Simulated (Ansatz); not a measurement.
Abridged output of a molecular run in Ansatz:

```
Functional definition: HF
832 factors; integrals over basis functions are off by at most 1.2e-3 eV
mean field evaluation 1: about -9996.8606 eV, gradient 4.7e1 eV
mean field evaluation 2: about -9996.9907 eV, gradient 4.7e1 eV
mean field evaluation 4: about -10001.1791 eV, gradient 3.1e0 eV
mean field evaluation 8: about -10001.2176 eV, gradient 2.4e-1 eV
mean field -10001.21775128 eV, -367.5379732905 hartree, gradient 1.4e-6 eV, S^2 0.000000; 0 other end points of the search recorded, 0 dependent functions left out
5 core orbitals not correlated: weight in the atoms' cores, before any rotation towards them, 1.000 or more for the frozen orbitals, at most 0.000 for the correlated occupied ones
reference -10001.21775128 eV, -367.5379732905 hartree; 16, 16 occupied and 64, 64 virtual orbitals, 832 factors
second order -23.18902308 eV of doubles, -0.00000000 eV of singles
cycle   1  -23.27291674 eV  change   -8.4e-2 eV  update   9.1e-2
cycle   2  -23.72222282 eV  change   -4.5e-1 eV  update   2.5e-2
cycle   3  -23.83626044 eV  change   -1.1e-1 eV  update   1.2e-2
cycle   4  -23.83047624 eV  change    5.8e-3 eV  update   2.2e-3
cycle   5  -23.82965263 eV  change    8.2e-4 eV  update   9.0e-4
cycle   6  -23.83002161 eV  change   -3.7e-4 eV  update   2.7e-4
cycle   7  -23.82983968 eV  change    1.8e-4 eV  update   8.6e-5
cycle   8  -23.82976919 eV  change    7.0e-5 eV  update   2.6e-5
cycle   9  -23.82977013 eV  change   -9.4e-7 eV  update   8.6e-6
perturbative correction -0.51252486 eV, -0.0188349411 hartree
Total energy: -10025.56004626 eV, -368.4325361316 hartree
```

Its atoms:

```xyz
8

N     0.191   -0.642    0.977
C    -0.198    0.287    0.001
O     0.306    0.021   -1.239
F    -1.553    0.323   -0.066
F     0.194    1.528    0.385
H     1.198   -0.651    1.066
H    -0.136   -1.566    0.727
H    -0.002    0.701   -1.851
```

(1) Which basis set was used?
A. def2-SVPD
B. def2-SVP
C. def2-TZVPPD
D. cc-pV(Q+d)Z

(2) Write the keys of the input that set method, charge and spin (a neutral closed shell needs none for the last two).

Answers

(1) B. It gives 85 functions.

(2) 
```yaml
correlation: {method: ccsd_t}
```
